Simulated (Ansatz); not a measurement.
# C2H2ClF (1-chloro-2-fluoroethylene): revPBE/6-311+G(d,p)

Aim: the vertical singlet–triplet gap of C2H2ClF (1-chloro-2-fluoroethylene) at revPBE/6-311+G**, from 2 runs. 

The calculation is run with Ansatz 0.2.0.

47 further runs of the same task are left out: 47 set aside as unsound or not needed. Runs told in other sessions of the task aren't counted.

### Step 1. The system as given

C2H2ClF: 6 atoms, total charge 0, spin state singlet. SMILES: `F/C=C/Cl`. The coordinates come from a PBE0-D4/def2-TZVP relaxation.

Bond lengths: F1–C2 1.333 Å, C2–C3 1.320 Å, C3–Cl4 1.713 Å, C2–H5 1.083 Å, C3–H6 1.081 Å. Angles: F1–C2–C3 120.7°, C2–C3–Cl4 121.4°, F1–C2–H5 113.8°, C3–C2–H5 125.5°, C2–C3–H6 122.6°, Cl4–C3–H6 116.0°.

### Step 2. A single-point energy at revPBE/6-311+G(d,p)

input.yaml

```yaml
crystal:
  periodic: [false, false, false]
  atoms:
    - symbol: F
      position_ang: [-0.308300, 1.774900, 0.089700]
    - symbol: C
      position_ang: [-0.015000, 0.565100, -0.386500]
    - symbol: C
      position_ang: [0.005100, -0.486500, 0.411700]
    - symbol: Cl
      position_ang: [0.378700, -2.049200, -0.181100]
    - symbol: H
      position_ang: [0.191800, 0.551900, -1.449500]
    - symbol: H
      position_ang: [-0.210300, -0.420200, 1.469400]
basis:
  gaussian:
    orbitals: 6-311+G_st__st_-spherical.json
hamiltonian:
  xc: {name: revPBE}
accuracy: high
output: {orbitals: {seedname: orbitals}}
```

The basis set 6-311+G** is read from a file made from the Basis Set Exchange's data (not shown).

The run is started by

```console
$ ansatz run input.yaml --threads 1 --pin off --max-ram 2610MiB --events-out events.jsonl --progress --plain --runs-dir runs
```

The program printed:

```text
Warning: RAYON_NUM_THREADS=1 ignored (pool sized by the plan → 1); use --threads N
Functional definition: revPBE
  name "revPBE"
  parameter kappa = 1.245
  parameter beta = 0.06672455060314922
  exchange = pbe_x(kappa = kappa, mu = beta*pi^2/3)
  correlation = pbe_c(beta = beta)
1949 factors; integrals over basis functions are off by at most 4.4e-9 eV
mean field evaluation 1: about -17335.7198 eV, gradient 5.6e1 eV
mean field evaluation 2: about -17323.9288 eV, gradient 8.4e1 eV
mean field evaluation 4: about -17342.9334 eV, gradient 9.0e0 eV
mean field evaluation 8: about -17343.0749 eV, gradient 2.3e-1 eV
mean field evaluation 16: about -17343.0750 eV, gradient 6.4e-6 eV
mean field -17343.07499042 eV, -637.3462503394 hartree, gradient 7.8e-8 eV, S^2 0.000000; 0 other end points of the search recorded, 0 dependent functions left out
reference -17343.07499797 eV, -637.3462506169 hartree; 20, 20 occupied and 88, 88 virtual orbitals, 1949 factors
Total energy: -17343.07499797 eV, -637.3462506169 hartree
```

It took 5.1 s on 1 thread of Arm Neoverse V2, shared host; peak memory 0.25 GiB.

### Step 3. The triplet

in.yaml

```yaml
crystal:
  periodic: [false, false, false]
  atoms:
    - {symbol: F, position_ang: [-0.308300, 1.774900, 0.089700]}
    - {symbol: C, position_ang: [-0.015000, 0.565100, -0.386500]}
    - {symbol: C, position_ang: [0.005100, -0.486500, 0.411700]}
    - {symbol: Cl, position_ang: [0.378700, -2.049200, -0.181100]}
    - {symbol: H, position_ang: [0.191800, 0.551900, -1.449500]}
    - {symbol: H, position_ang: [-0.210300, -0.420200, 1.469400]}
basis:
  gaussian: {orbitals: 6-311+G_st__st_-spherical.json}
magnetization: {spin_polarized: true, initial_magnetization: 2}
hamiltonian: {xc: {name: revPBE}}
accuracy: high
output: {orbitals: {seedname: orbitals}}
```

The basis set 6-311+G** is read from a file made from the Basis Set Exchange's data (not shown).

The run is started by

```console
$ ansatz run in.yaml --threads 1 --pin off --max-ram 2610MiB --events-out events.jsonl --progress --plain --runs-dir runs
```

The program printed (excerpt; [...] marks lines left out):

```text
Warning: RAYON_NUM_THREADS=1 ignored (pool sized by the plan → 1); use --threads N
[... 6 set-up lines as earlier in the session ...]
1949 factors; integrals over basis functions are off by at most 4.4e-9 eV
mean field evaluation 1: about -17323.4487 eV, gradient 5.4e1 eV
mean field evaluation 2: about -17259.8337 eV, gradient 1.1e2 eV
mean field evaluation 4: about -17338.7108 eV, gradient 7.6e0 eV
mean field evaluation 8: about -17338.9260 eV, gradient 3.1e-1 eV
mean field evaluation 16: about -17338.9265 eV, gradient 4.3e-5 eV
mean field -17338.92649158 eV, -637.1937958190 hartree, gradient 5.7e-8 eV, S^2 2.005650; 1 other end points of the search recorded, 0 dependent functions left out
reference -17338.92649787 eV, -637.1937960503 hartree; 21, 19 occupied and 87, 89 virtual orbitals, 1949 factors
Total energy: -17338.92649787 eV, -637.1937960503 hartree
```

Wall time 10 s (1 thread of Arm Neoverse V2, shared host); peak memory 0.3 GiB.

### Step 4. What came out

At revPBE/6-311+G**:

| quantity | value |
| --- | --- |
| singlet: total energy | -637.34625 Eh |
| singlet: HOMO energy | -6.20 eV |
| singlet: LUMO energy | -1.20 eV |
| singlet: HOMO–LUMO gap | 5.00 eV |
| triplet: total energy | -637.19380 Eh |
| triplet: HOMO energy (highest over α and β) | -2.19 eV |
| triplet: ⟨S²⟩ | 2.006 |
| vertical energy of the triplet above the singlet | 4.149 eV |

In words: At this shape the triplet lies 4.15 eV (96 kcal/mol) above the singlet.
